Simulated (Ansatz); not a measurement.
Relaxation of C₃H₃O (7 atoms, charge 1, multiplicity 1), to a largest force component of 0.02 eV/Å in at most 40 steps.

Computed with RKS PBE0/def2-SVP in Ansatz 0.2.0.

```xyz
7
Properties=species:S:1:pos:R:3
C -1.715 0.071 -0.391
C -0.576 0.123 0.019
C 0.721 0.186 0.506
O 1.745 -0.322 0.000
H -2.716 0.032 -0.738
H 0.881 0.741 1.440
H 1.661 -0.831 -0.838
```

Task: Where does it end, and by what steps?

Result: It converged. Limits of this set-up: the dipole of an ion depends on the origin. After 6 steps the energy has fallen by 0.044 eV; H7 moved furthest, 0.06 Å.

| step | energy less start (eV) | largest force component (eV/Å) | accepted |
| --- | --- | --- | --- |
| 0 | 0.0000 | 0.947 | yes |
| 1 | -0.0318 | 0.502 | yes |
| 2 | -0.0388 | 0.227 | yes |
| 3 | -0.0392 | 0.263 | yes |
| 4 | -0.0311 | 0.422 | no |
| 5 | -0.0434 | 0.031 | yes |
| 6 | -0.0436 | 0.011 | yes |

```xyz
7
Properties=species:S:1:pos:R:3
C -1.711 0.066 -0.396
C -0.560 0.106 0.004
C 0.726 0.194 0.522
O 1.759 -0.321 0.002
H -2.732 0.025 -0.760
H 0.918 0.745 1.456
H 1.600 -0.814 -0.830
```

The run took 18 s on 1 thread of Intel(R) Xeon(R) Processor @ 2.50GHz (Skylake/Cascade Lake), with other jobs on the host, peak memory 0.13 GiB.
